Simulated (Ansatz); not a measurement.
# CHAlO (triplet): wave-function methods side by side, cc-pVTZ

Aim: climb from Hartree-Fock through coupled cluster for CHAlO (triplet) at one geometry and basis, and see what each rung misses.

Method: cc-pVTZ, core rule «outside noble gas», up to 7 orbitals frozen; program: Ansatz 0.2.0, Gaussian basis.

The runs, in order: UHF; CCSD(T) on ROHF; CCSD(T) on UHF; BCCD(T) on ROHF; CCSDT(Q) on ROHF; CCSDT(Q) on UHF.

6 further runs of the same task are left out: 6 set aside as unsound or not needed.

## 1. The geometry

The geometry is a PBE0/def2-TZVP stationary point (not a proven minimum).

4 atoms, charge 0, spin multiplicity 3.

Atoms are counted from 1 here; the program's logs count them from 0.

Bond lengths: Al1–C2 1.926 Å, Al1–H4 1.582 Å, C2–O3 1.150 Å. Angles: C2–Al1–H4 114.0°, Al1–C2–O3 172.0°.

## 2. UHF

The input, in.yaml:

```yaml
crystal:
  periodic: [false, false, false]
  atoms:
    - {symbol: Al, position_ang: [0.000000, -0.106146, 1.272497]}
    - {symbol: C, position_ang: [0.000000, 0.083663, -0.643702]}
    - {symbol: O, position_ang: [0.000000, 0.036255, -1.792225]}
    - {symbol: H, position_ang: [0.000000, 1.269000, 2.055591]}
basis:
  gaussian: {orbitals: cc-pVTZ}
magnetization: {spin_polarized: true, initial_magnetization: 2}
hamiltonian: {xc: hf}
output: {orbitals: {seedname: orbitals}}
```

Command:

```sh
> ansatz run in.yaml --threads 1 --pin off --events-out ev --progress --plain --max-ram 2560MiB --backend cpu
```

Further steps of the session: CCSD(T) on ROHF; CCSD(T) on UHF; BCCD(T) on ROHF; CCSDT(Q) on ROHF; CCSDT(Q) on UHF.

**Question.** What will the summary of the whole plan be? Wanted: UCCSDT(Q) below the RHF energy; RMP2 from UCCSDT(Q); UMP2 from UCCSDT(Q); RCCSD from UCCSDT(Q); RCCSD(T) from UCCSDT(Q); UCCSD(T) from UCCSDT(Q); RCCSDT(Q) from UCCSDT(Q); T1 diagnostic.

**Answer**, as computed:

| quantity | value |
| --- | --- |
| UCCSDT(Q) below the RHF energy | -12.4834 eV |
| RMP2 from UCCSDT(Q) | +22.48 kcal/mol |
| UMP2 from UCCSDT(Q) | +23.34 kcal/mol |
| RCCSD from UCCSDT(Q) | +14.73 kcal/mol |
| RCCSD(T) from UCCSDT(Q) | +1.48 kcal/mol |
| UCCSD(T) from UCCSDT(Q) | +1.51 kcal/mol |
| RCCSDT(Q) from UCCSDT(Q) | +0.17 kcal/mol |
| levels within 1 kcal/mol (43 meV) | RCCSDT, UCCSDT, RCCSDT(Q) |
| T1 diagnostic | 0.025 |

What this shows: RCCSD(T) misses by +1.48 kcal/mol, 0.5 % of the correlation energy. These misses are within one basis, not against nature; the frozen cores of restricted and unrestricted runs differ, which can shift their rows.
